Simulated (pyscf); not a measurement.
`[PH2]` [doublet] + `[SiH3][SiH3]` -> `[PH3]` + `[SiH2][SiH3]` [doublet] (hydrogen abstraction; doublet surface; H–Si broken, H–P formed). PySCF, gas phase, ωB97X-D3(BJ)/def2-SVP geometries. Rate constants from transition-state theory, ωB97M-D3(BJ)/def2-TZVP energies (ideal gas, 1 atm, RRHO with modes under 100 cm⁻¹ raised to 100, one conformer, R ln 2 for chiral ones without a mode under 150 cm⁻¹; no tunnelling), k in cm³ molecule⁻¹ s⁻¹.

| T (K) | 1000/T | log10 k |
|---|---|---|
| 298 | 3.354 | -19.09 |
| 600 | 1.667 | -15.11 |
| 900 | 1.111 | ? |
| 1200 | 0.833 | -12.63 |

Problem. Fit an Arrhenius line to the three values, give the activation energy, and predict k at 900 K.

Solution. Least squares gives log10 k = -10.67 − 2.53 × 1000/T, so Ea = 2.53 × ln 10 × 1.987 = 11.6 kcal/mol, against an electronic barrier of 10.2. At 900 K the line gives -13.48; the computed value is -13.54 (ΔG‡ = 32.5 kcal/mol), close to the line. One saddle was located; it need not be the lowest between these sides. The angle at the transferred H is 164°.
